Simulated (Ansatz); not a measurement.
# BOSi: the cost of one run

Program: Ansatz 0.2.0, Gaussian basis. Level of theory: def2-QZVPP, all electrons in the functionals. These are calculated values, not measurements.

The runs, in order: PBE, BLYP, r2SCAN, B97M-V, PBE0, B3LYP, wB97M-V, at charge 0, doublet; charge 0, quartet; charge 1, singlet; charge 1, triplet.

2 further runs of the same task are left out: 2 set aside as unsound or not needed.

**1. What is computed**

The geometry is a PBE0/def2-TZVP stationary point (not a proven minimum).

3 atoms, charge 0, spin multiplicity 2.

Atoms are counted from 1 here; the program's logs count them from 0.

Bond lengths: B1–O2 1.292 Å, O2–Si3 1.680 Å. Angles: B1–O2–Si3 180.0°.

As a file:

```
B     0.0000    0.0000   -1.4214
O     0.0000    0.0000   -0.1292
Si    0.0000    0.0000    1.5506
```

No dispersion term is added; B97M-V, wB97M-V hold VV10 nonlocal correlation. B3LYP takes the VWN-RPA correlation.

The geometry shown and the zero of energy belong to the point charge 0, doublet. The yardstick, UCCSD(T), and other wave-function levels (R restricted, U unrestricted, valence and pair active spaces) come from earlier runs.

**2. PBE, charge 0, doublet**

in.yaml

```yaml
crystal:
  periodic: [false, false, false]
  atoms:
    - {symbol: B, position_ang: [0.000000, 0.000000, -1.421400]}
    - {symbol: O, position_ang: [0.000000, 0.000000, -0.129200]}
    - {symbol: Si, position_ang: [0.000000, 0.000000, 1.550600]}
basis:
  gaussian: {orbitals: "def2-QZVPP.json"}
magnetization: {spin_polarized: true, initial_magnetization: 1}
hamiltonian: {xc: {name: PBE}}
output: {orbitals: {seedname: orbitals}}
```

Run with:

```bash
> ansatz run in.yaml --threads 1 --pin off --events-out ev --progress --plain --max-ram 2393MiB
```

What time and memory should one allow on 1 thread of Arm Neoverse V2, shared host?

About 24 s, with a peak of 0.37 GiB.
